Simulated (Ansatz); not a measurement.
Geometry optimisation, RKS revPBE-D4/def2-SVP (Ansatz 0.2.0).

input.yaml

```yaml
crystal:
  periodic: [false, false, false]
  atoms:
    - { symbol: Al, position_ang: [0.0, 0.0, 0.0] }
    - { symbol: C, position_ang: [0.0, 0.0, 1.97] }
    - { symbol: H, position_ang: [-0.9996, -0.3092, 2.3405] }
    - { symbol: H, position_ang: [0.7676, -0.7111, 2.3405] }
    - { symbol: H, position_ang: [0.232, 1.0203, 2.3405] }
    - { symbol: H, position_ang: [1.351, 0.0, -0.78] }
    - { symbol: C, position_ang: [-1.706, 0.0, -0.985] }
    - { symbol: H, position_ang: [-2.2662, -0.9305, -0.7558] }
    - { symbol: H, position_ang: [-2.3102, 0.8797, -0.6796] }
    - { symbol: H, position_ang: [-1.5043, 0.0508, -2.0753] }
basis:
  gaussian: { orbitals: def2-SVP }
hamiltonian:
  xc: revpbe
  dispersion: d4
relax:
  f_tol: 0.02
  max_steps: 40
output:
  orbitals: {}
```

Command:

```bash
$ ansatz run input.yaml --threads 2 --pin off --max-ram 3072MiB --backend cpu --events-out ev --progress --plain --runs-dir out
```

Task: Where does it end, and by what steps?

Result: The forces met the threshold. After 3 steps the energy has fallen by 0.051 eV; H3 moved furthest, 0.08 Å.

| step | energy less start (eV) | largest force component (eV/Å) | accepted |
| --- | --- | --- | --- |
| 0 | 0.0000 | 0.604 | yes |
| 1 | -0.0483 | 0.168 | yes |
| 2 | -0.0510 | 0.035 | yes |
| 3 | -0.0513 | 0.008 | yes |

```xyz
10
Properties=species:S:1:pos:R:3
Al 0.001 -0.007 -0.004
C 0.001 -0.011 1.972
H -0.986 -0.268 2.410
H 0.758 -0.709 2.391
H 0.274 0.999 2.358
H 1.411 0.010 -0.783
C -1.698 -0.001 -1.014
H -2.279 -0.928 -0.809
H -2.350 0.841 -0.691
H -1.568 0.074 -2.114
```

Run time: 5.3 s on 2 threads of Arm Neoverse V1, with other jobs on the host, peak memory 0.11 GiB.
